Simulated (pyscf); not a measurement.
Elementary routes open to HO–B(Cl)–Cl + ammonia (NH₃) in the gas phase (singlet surface):
A. water (H₂O) + H₂N–B(Cl)–Cl (B–O, H–N broken; H–O, B–N formed)
B. H₂N–B(OH)–Cl + hydrogen chloride (HCl) (B–Cl, H–N broken; B–N, Cl–H formed)

PySCF, gas phase, ωB97X-D3(BJ)/def2-SVP geometries.

Task: Rank the routes by free-energy barrier at 298 K, lowest first, for ωB97M-D3(BJ)/def2-TZVP energies (ideal gas, 1 atm, RRHO with modes under 100 cm⁻¹ raised to 100, one conformer, R ln 2 for chiral ones without a mode under 150 cm⁻¹).

Result: B (59.1 kJ/mol), A (98.0 kJ/mol)

Route B is the fastest of these, ahead of the next by 38.9 kJ/mol. The most stable products are those of B (ΔG = -36.6 kJ/mol), so kinetics and thermodynamics agree. At 1200 K B is still the fastest. A: On the reactant side the descent ends in an adduct with a B–N contact, 83.5 kJ/mol under the separated species and 137.4 kJ/mol under the saddle at ωB97X-D3(BJ)/def2-TZVP. On the product side the descent ends in an adduct with a B–O contact, 8.8 kJ/mol over the separated species and 37.4 kJ/mol under the saddle at ωB97X-D3(BJ)/def2-TZVP. B: On the reactant side the descent ends in an adduct with a B–N contact, 76.8 kJ/mol under the separated species and 97.1 kJ/mol under the saddle at ωB97X-D3(BJ)/def2-TZVP. Only these routes are compared; each barrier is that of the saddle found, and lower ones may exist.
